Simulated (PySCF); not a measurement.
A structure optimised at PBE-D3(BJ)/def2-SVP, used in a PySCF frequency run:

```xyz
5

Cl     1.1844    -1.1844     1.1844
Si     0.0000     0.0000     0.0000
Cl    -1.1844    -1.1844    -1.1844
Cl    -1.1844     1.1844     1.1844
Cl     1.1844     1.1844    -1.1844
```

Question: Write its SMILES, formula and point group.

Answer: Cl[Si](Cl)(Cl)Cl, Cl₄Si, Td

Question: What are its rotational constants (standard atomic weights)?

Answer: 1.2704, 1.2704, 1.2704 GHz
